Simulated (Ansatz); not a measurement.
# C₂H₃S+ (SMILES [CH2+]C=S): single points off equilibrium

Aim: energy, forces and dipole at a structure displaced at random from a GFN2-xTB minimum, from CCSD(T) and from density functionals.

Computed with Ansatz 0.2.0, Gaussian basis. Level: single points in def2-TZVPP.

Correlated methods freeze the cores.

## (1) The system as given

SMILES `[CH2+]C=S`, 6 atoms, charge 1, spin multiplicity 1.

Atoms are counted from 1 here; the program's logs count them from 0.

Bond lengths: C1–C2 1.370 Å, C1–H4 1.097 Å, C1–H5 1.069 Å, C2–S3 1.666 Å, C2–H6 1.087 Å. Angles: C2–C1–H4 122.0°, C2–C1–H5 120.4°, H4–C1–H5 117.5°, C1–C2–S3 126.6°, C1–C2–H6 118.4°, S3–C2–H6 115.0°.

Coordinates:

```tsv
atom	x (Å)	y (Å)	z (Å)
C1	0.07400	0.32970	0.67690
C2	-0.16170	-0.27530	-0.52980
S3	0.97360	-0.65120	-1.69000
H4	-0.73570	0.56250	1.37880
H5	1.06220	0.63650	0.94410
H6	-1.17750	-0.58320	-0.76380
```

## (2) CCSD(T)/def2-TZVPP

File run/in.yaml:

```yaml
crystal:
  periodic: [false, false, false]
  atoms:
    - {symbol: C, position_ang: [0.074000, 0.329700, 0.676900]}
    - {symbol: C, position_ang: [-0.161700, -0.275300, -0.529800]}
    - {symbol: S, position_ang: [0.973600, -0.651200, -1.690000]}
    - {symbol: H, position_ang: [-0.735700, 0.562500, 1.378800]}
    - {symbol: H, position_ang: [1.062200, 0.636500, 0.944100]}
    - {symbol: H, position_ang: [-1.177500, -0.583200, -0.763800]}
basis:
  gaussian: {orbitals: def2-TZVPP}
total_charge: 1
correlation: {method: ccsd_t}
output: {forces: true}
```

The command line of these runs was not kept.

## (3) PBE0-D4/def2-TZVPP

Changes to run/in.yaml since step 2:

```diff
@@ -12,3 +12,3 @@
 total_charge: 1
-correlation: {method: ccsd_t}
-output: {forces: true}
+hamiltonian: {xc: pbe0, dispersion: d4}
+output: {forces: true, orbitals: {seedname: orbitals}}
```

## (4) wB97M-V/def2-TZVPP

Changes to run/in.yaml since step 3:

```diff
@@ -12,3 +12,3 @@
 total_charge: 1
-hamiltonian: {xc: pbe0, dispersion: d4}
-output: {forces: true, orbitals: {seedname: orbitals}}
+hamiltonian: {xc: {name: wB97M-V}}
+output: {forces: true}
```

## (5) r2SCAN-D4/def2-TZVPP

Changes to run/in.yaml since step 4:

```diff
@@ -12,3 +12,3 @@
 total_charge: 1
-hamiltonian: {xc: {name: wB97M-V}}
+hamiltonian: {xc: r2scan, dispersion: d4}
 output: {forces: true}
```

## (6) PBE-D4/def2-TZVPP

Changes to run/in.yaml since step 5:

```diff
@@ -12,3 +12,3 @@
 total_charge: 1
-hamiltonian: {xc: r2scan, dispersion: d4}
+hamiltonian: {xc: pbe, dispersion: d4}
 output: {forces: true}
```

## (7) wB97X-V/def2-TZVPP

Changes to run/in.yaml since step 6:

```diff
@@ -12,3 +12,3 @@
 total_charge: 1
-hamiltonian: {xc: pbe, dispersion: d4}
+hamiltonian: {xc: {name: wB97X-V}}
 output: {forces: true}
```

## (8) BLYP-D4/def2-TZVPP

Changes to run/in.yaml since step 7:

```diff
@@ -12,3 +12,3 @@
 total_charge: 1
-hamiltonian: {xc: {name: wB97X-V}}
+hamiltonian: {xc: {name: BLYP}, dispersion: d4}
 output: {forces: true}
```

(Steps that only read results are left out.)

Q: Predict the outcome of this session. Wanted: energy less free atoms, CCSD(T)/def2-TZVPP; RMS force component; RMS force error; HOMO and LUMO, PBE0-D4; T1 diagnostic.

**Answer**, as computed:

| quantity | value |
| --- | --- |
| energy less free atoms, CCSD(T)/def2-TZVPP | -303.3 kcal/mol |
| RMS force component | 0.595 to 0.703 eV/Å over the methods |
| RMS force error | PBE0-D4 0.201, wB97M-V 0.240, r2SCAN-D4 0.107, PBE-D4 0.177, wB97X-V 0.264, BLYP-D4 0.166 eV/Å |
| HOMO and LUMO, PBE0-D4 | -13.72 and -11.93 eV |
| T1 diagnostic | 0.016 |

Against CCSD(T) the functionals' energies less atoms differ by -32.7 to -12.8 kcal/mol, PBE-D4 by -32.7 kcal/mol. The reference is not at the basis limit: in triple zeta CCSD(T) underbinds, which counts against methods that bind more; the gaps are no ranking. On forces the order runs from r2SCAN-D4 to wB97X-V. Frozen-core CCSD(T) forces in triple zeta carry basis errors of their own, and this is one geometry, so small gaps rank nothing. The restricted Hartree–Fock reference is unstable towards an unrestricted one at one or more of these structures.
